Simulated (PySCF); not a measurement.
Energy landscape of H2O, singlet: map of symmetric stretch and bend. Scanned: O-H bond length and H-O-H angle.

Cartesian coordinates as functions of the variables (Å; names that start with a are angles):
```
O  0  0  0
H  r*sin(a/2)  0  r*cos(a/2)
H  -r*sin(a/2)  0  r*cos(a/2)
```

Method: restricted M06-2X/6-31G*, spherical d in PySCF.

Energy in kJ/mol above the lowest grid point; x is the O-H bond length (Å), y the H-O-H angle (°).

```
y \ x   0.82   0.86   0.91   0.96   1.01   1.06   1.10   1.15   1.20   1.25   1.30
-----  -----  -----  -----  -----  -----  -----  -----  -----  -----  -----  -----
180    253.1  186.4  148.1  146.3  170.0  211.3  253.1  312.6  377.1  444.1  511.9
170    248.0  180.9  142.1  139.6  162.6  203.2  244.3  302.8  365.9  431.2  496.8
160    233.6  165.4  125.1  121.0  142.3  180.9  220.3  276.4  336.8  399.1  461.3
150    212.7  143.0  100.6   94.3  113.3  149.5  187.0  240.5  298.5  358.6  418.9
140    189.4  117.7   73.0   64.3   80.9  114.9  150.6  202.2  258.6  317.4  376.9
130    167.7   94.1   46.9   35.9   50.2   82.2  116.5  166.7  222.1  280.3  339.7
120    152.1   76.5   26.8   13.4   25.6   55.7   88.8  137.8  192.4  250.2  309.5
110    146.3   68.5   16.2    0.4   10.4   38.6   70.4  118.2  171.9  229.1  288.3
100    154.0   73.8   18.5    0.0    7.6   33.6   63.8  110.0  162.4  218.7  277.2
90     178.4   95.2   36.5   14.7   19.2   42.5   70.8  114.8  165.3  220.0  277.2
80     223.3  136.0   72.7   46.7   47.4   67.1   92.8  133.8  181.6  233.9  289.0
70     292.8  200.0  130.2   98.3   93.7  108.6  130.7  167.6  211.5  260.3  312.1
```

Points that lie below all their neighbours on the grid: x = 0.96, y = 100 (0.0 kJ/mol).
